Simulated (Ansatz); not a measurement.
**CH5SSi+ (SMILES C=[SiH][SH2+]): a relaxed scan of the bond length S3–H8**

One table from this session's results is given with a row withheld; the runs are named, their logs left out.

Computed with Ansatz 0.2.0, Gaussian basis. Level: single points in def2-TZVPP.

Levels: PBE-D4, r2SCAN-D4, PBE0-D4, B3LYP-D4, wB97M-V, Hartree-Fock, MP2, CCSD, CCSD(T). The scan takes 1.218, 1.246, 1.285, 1.332, 1.383, 1.439, 1.498, 1.560, 1.625 Å.

Correlated methods freeze the cores. B3LYP uses VWN-RPA correlation.

46 further runs of the same task are left out: 46 set aside as unsound or not needed.

### Where the work starts

SMILES `C=[SiH][SH2+]`, 8 atoms, charge 1, spin multiplicity 1.

Atoms are counted from 1 here; the program's logs count them from 0.

Bond lengths: C1–Si2 1.741 Å, C1–H4 1.083 Å, C1–H5 1.080 Å, Si2–S3 2.438 Å, Si2–H6 1.450 Å, S3–H7 1.338 Å, S3–H8 1.338 Å. Angles: Si2–C1–H4 121.0°, Si2–C1–H5 122.8°, H4–C1–H5 116.2°, C1–Si2–S3 103.3°, C1–Si2–H6 160.5°, S3–Si2–H6 96.3°, Si2–S3–H7 100.9°, Si2–S3–H8 101.1°, H7–S3–H8 92.9°.

As a file:

```xyz
8
CH5SSi
C    -0.85074    1.11178   -1.08359
Si   -0.06643    0.74708    0.42777
S     0.58695   -1.58766    0.17033
H    -0.95170    0.35820   -1.85547
H    -1.26498    2.08340   -1.30770
H     0.47060    0.91531    1.76431
H     1.87295   -1.53358    0.53645
H     0.20335   -2.09454    1.34791
```

The first run:

The input, relax/in.yaml:

```yaml
crystal:
  periodic: [false, false, false]
  atoms:
    - {symbol: C, position_ang: [-0.850740, 1.111780, -1.083590]}
    - {symbol: Si, position_ang: [-0.066430, 0.747080, 0.427770]}
    - {symbol: S, position_ang: [0.586950, -1.587660, 0.170330]}
    - {symbol: H, position_ang: [-0.951700, 0.358200, -1.855470]}
    - {symbol: H, position_ang: [-1.264980, 2.083400, -1.307700]}
    - {symbol: H, position_ang: [0.470600, 0.915310, 1.764310]}
    - {symbol: H, position_ang: [1.872950, -1.533580, 0.536450]}
    - {symbol: H, position_ang: [0.203350, -2.094540, 1.347910]}
basis:
  gaussian: {orbitals: def2-TZVP}
total_charge: 1
hamiltonian: {xc: pbe0, dispersion: d4}
relax: {f_tol: 0.005, max_steps: 200}
```

No record of the launch command was kept for these runs.

Steps of the session up to this table: Relaxation at PBE0-D4; The minimum at every level; S3–H8 = 1.218 Å; S3–H8 = 1.246 Å; S3–H8 = 1.285 Å; S3–H8 = 1.332 Å; S3–H8 = 1.383 Å; S3–H8 = 1.439 Å; S3–H8 = 1.498 Å; S3–H8 = 1.560 Å; S3–H8 = 1.625 Å.

One of the session's tables, all rows but one given; the rest of the session is left out.

Energies less that of the minimum at the same level (kcal/mol):

```
bond length (Å)  PBE-D4  PBE0-D4  B3LYP-D4  wB97M-V  Hartree-Fock
          1.218     7.5      6.7       6.5      6.2           5.3
          1.246       ?        ?         ?        ?             ?
          1.285     1.9      1.5       1.5      1.3           0.8
          1.332     0.3      0.1       0.1      0.1          -0.1
1.354 (minimum)     0.0      0.0       0.0      0.0           0.0
          1.383     0.0      0.2       0.2      0.3           0.6
          1.439     1.2      1.8       1.8      2.1           2.9
          1.498     3.7      4.7       4.6      5.1           6.6
          1.560     7.2      8.8       8.5      9.3          11.5
          1.625    11.5     13.7      13.2     14.4          17.5
```

**Question.** Estimate the row for bond length (Å) = 1.246.

Worked estimate for «PBE-D4». A straight line through the neighbours (1.218, 7.5) and (1.285, 1.9) gives 7.5 + (1.9 − 7.5) × (1.246 − 1.218) / (1.285 − 1.218) = 5.2; a parabola fitted to 3 rows on both sides gives 4.7.

The run gave: PBE-D4: 4.6; PBE0-D4: 4.0; B3LYP-D4: 3.9; wB97M-V: 3.6; Hartree-Fock: 2.9. In «PBE-D4» the line misses by +0.6 and the parabola by +0.1.

Limits of these values: A polynomial through the near points puts the CCSD(T) minimum 0.006 Å below the PBE0-D4 value.
